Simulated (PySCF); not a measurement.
Level of theory: PBE-D3(BJ)/def2-TZVP // PBE-D3(BJ)/def2-SVP (PySCF 2.14.0). Isolated molecules, 0 K electronic values unless said otherwise. 

Reference species (SMILES): `[NH2]` (neutral, multiplicity 2).

```yaml
dipole_moment: 1.92 D
highest_occupied_spin_orbital: -7.20 eV
```

Changed species: `[OH]` (free radical OH; the reference has free radical NH2).

### Question
Predict the effect on the dipole moment and highest occupied spin orbital.

### Answer
the dipole moment falls by 0.19 D, to 1.73 D; the highest occupied spin orbital goes up by 0.06 eV, to -7.14 eV.
